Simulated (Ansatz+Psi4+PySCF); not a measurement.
A calculation with Ansatz (development build ahead of 0.2.0).

```yaml
crystal:
  periodic: [false, false, false]
  atoms:
    - { symbol: H, position_ang: [0.0, 0.0, -0.86029] }
    - { symbol: O, position_ang: [0.0, 0.0, 0.32902] }
    - { symbol: H, position_ang: [0.0, 0.0, -1.77191] }
basis:
  gaussian: { orbitals: cc-pVTZ }
magnetization:
  spin_polarized: true
  initial_magnetization: 2
hamiltonian:
  xc: hf
correlation:
  method: mp2
  frozen_orbitals: { H: 0, O: 1 }
```

The input is written out in the form of the current development build from the run's settings.

Output:

| Property | Result |
| --- | --- |
| Converged | yes |
| Reference energy | -75.89209 hartree |
| Correlation energy | -0.19983 hartree |
| Total energy | -76.09193 hartree |
| Spin squared of the determinant | 2.055 |
| Stability test | minimum |
| Occupied orbitals by symmetry in an Abelian subgroup (alpha; beta) | 4 A1 1 B1 1 B2; 3 A1 1 B1 |
